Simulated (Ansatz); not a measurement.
`[CH3][Mg][F]` → `[CH2]` (triplet) + `[F][MgH]` at 500 K and 1 bar (formal loss of a carbene).

Program: Ansatz. Geometries: PBE0-D4/def2-TZVP. ΔE: electronic, gas phase. CBS: MP2 limit from def2 TZ/QZ plus the TZ coupled-cluster correction, frozen cores. This one scheme is used for every species. Triplets are unrestricted, without spin–orbit coupling. For Mg outer-core shells are correlated without core-valence functions, which leaves a few kJ/mol of doubt a bond.

| species | CCSD(T)/CBS energy (Eh) | H − E (kJ/mol) | S (J/(mol·K)) |
| --- | --- | --- | --- |
| `[CH3][Mg][F]` | -339.61123 | 126.5 | 316.7 |
| `[CH2]` (triplet) | -39.09499 | 62.7 | 213.9 |
| `[F][MgH]` | -300.33731 | 39.1 | 253.4 |

H − E and S are ideal-gas, rigid-rotor, harmonic terms from PBE0-D4/def2-TZVP, with the whole ground term of open shells counted as degenerate. 1 Eh = 2625.50 kJ/mol, R = 8.31446 J/(mol·K).

Task: By hand: ΔE, ΔH, ΔS and ΔG.

Result: ΔE = (-39.09499) + (-300.33731) − (-339.61123) = 0.17893 Eh = 469.8 kJ/mol. Δ(H − E) = 62.7 + 39.1 − 126.5 = -24.7, so ΔH = 445.1 kJ/mol. ΔS = 213.9 + 253.4 − 316.7 = 150.6 J/(mol·K). ΔG = 445.1 − 500 × (150.6)/1000 = 369.8 kJ/mol.

Task: By hand: the equilibrium constant, and the temperature at which ΔG would vanish if ΔH and ΔS stayed fixed.

Result: log₁₀ K = −ΔG/(RT ln 10) = -38.6. ΔG = 0 at ΔH/ΔS = 2956 K, far beyond where these terms or the molecules hold.

The number of gas molecules changes by +1, which sets the sign of ΔS. A doubt of 5 kJ/mol in ΔE shifts log₁₀ K by 0.5 here. A triplet takes part, so the spin changes. These are equilibria of isolated gas molecules and say nothing of rates. Largest T1 diagnostic: 0.011 (customary marks: 0.02 for closed shells, 0.045 for open ones).
